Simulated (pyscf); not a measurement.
This saddle point was located with ωB97X-D3(BJ)/def2-SVP in PySCF.

```xyz
11

F      1.1491     0.3915     2.3270
N      0.2074    -0.5723     2.0827
F     -0.7388    -0.3366     3.0439
Si    -0.6663    -0.0499     0.2998
Si    -1.7412     0.7282    -1.7929
H     -0.9631     1.2962     0.8708
H      0.6226    -0.2929    -0.4018
H     -1.6500    -1.1548     0.4529
H     -0.9867     1.9129    -2.2935
H     -1.6925    -0.3816    -2.7889
H     -3.1538     1.0969    -1.4896
```
Charge 0, spin multiplicity 2.

Surface: doublet, charge 0. Lowest wavenumbers (cm⁻¹): 943i, 80, 85, 103, 221.

Problem. What reaction is this the transition state of?

Solution. F–N•–F + disilane (H₃Si–SiH₃) <-> F–N(F)–SiH₃ + silyl (SiH₃•), a substitution at Si read from left to right: Si–Si broken and N–Si formed. At ωB97M-D3(BJ)/def2-TZVP it lies +24.0 kcal/mol from the left side (each side as separated species at their lowest minima found). On the product side the descent ends in a complex, 4.1 kcal/mol under the separated species and 9.0 kcal/mol under the saddle at ωB97X-D3(BJ)/def2-TZVP. F–N(F)–SiH₃ lies 202.4 kcal/mol over its isomer H₂N–SiH(F)–F (electronic energy, ωB97M-D3(BJ)/def2-TZVP). This is the saddle that the search found; another between the same sides may lie lower. The angle at the attacked Si is 176°.
